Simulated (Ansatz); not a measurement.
Input for Ansatz (development build ahead of 0.2.0):

```yaml
crystal:
  periodic: [false, false, false]
  atoms:
    - { symbol: O, position_ang: [0.0, 0.0, 0.62298] }
    - { symbol: O, position_ang: [0.0, 0.0, -0.62298] }
    - { symbol: "N", position_ang: [21.0, 17.0, 19.33227] }
    - { symbol: O, position_ang: [21.0, 18.11812, 18.85463] }
    - { symbol: O, position_ang: [21.0, 15.88188, 18.85463] }
basis:
  gaussian: { orbitals: cc-pVTZ }
magnetization:
  spin_polarized: true
  initial_magnetization: 3
hamiltonian:
  xc: hf
correlation:
  method: mp2
  frozen_orbitals: { "N": 1, O: 1 }
```

The input is written out in the form of the current development build from the run's settings.

Results

- Converged: yes
- Reference energy: -353.76976 hartree
- Correlation energy: -1.09589 hartree
- Total energy: -354.86565 hartree
- Spin squared of the determinant: 3.993
- Stability test: minimum

Caution: the unrestricted determinant is spin contaminated.
